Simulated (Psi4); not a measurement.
## Si3H7 (SMILES [SiH3][SiH][SiH3]): entropy by statistical mechanics

A doublet with charge 0, relaxed at UPBE-D3(BJ)/def2-SVP (density fitting) (Psi4 1.11):

```xyz
10

Si   -1.3335    0.8585   -1.2061
Si    0.7297   -0.1371   -0.7327
Si    0.9980   -1.0029    1.4239
H    -2.4302   -0.0736   -0.7653
H    -1.4640    1.1050   -2.6856
H    -1.5105    2.1749   -0.4894
H     1.9070    0.6894   -1.1913
H    -0.1981   -1.8556    1.7525
H     1.1091    0.0834    2.4658
H     2.2396   -1.8516    1.4921
```

Harmonic wavenumbers in cm⁻¹: 72, 72, 88, 288, 369, 417, 449, 473, 520, 552, 687, 820, 848, 893, 898, 900, 901, 2130, 2130, 2135, 2156, 2158, 2167, 2169.

Masses in u: Si 28.085, H 1.008. Take T = 298.15 K, p = 1 bar, R = 8.3145 J/(mol K), kT/hc = 207.22 cm⁻¹, rigid rotor and harmonic oscillator.

Question: Compute the standard molar entropy.

Answer: 
1. Translation (Sackur–Tetrode): S = R[3/2 ln M + 5/2 ln T − 1.1517] with M = 91.311 gives 165.2 J/(mol K).
2. Rotation: principal moments 46.440, 266.506, 299.145 u Å² give A, B, C = 0.363, 0.0633, 0.0564 cm⁻¹; the symmetry number is σ = 1; q = (√π/σ)√((kT/hc)³/ABC) = 146868; S = R(ln q + 3/2) = 111.4.
3. Vibration: with u = ν̃/207.22, each mode gives R[u/(eᵘ − 1) − ln(1 − e⁻ᵘ)]; the sum is 80.8, most from 72 cm⁻¹ (17.1), 72 cm⁻¹ (17.1), 88 cm⁻¹ (15.5).
4. Spin: R ln 2 = 5.8.
5. Sum: 165.2 + 111.4 + 80.8 + 5.8 = 363.2 J/(mol K).

No measured value is set beside it here. Where a soft mode is a torsion, a harmonic oscillator describes it poorly.
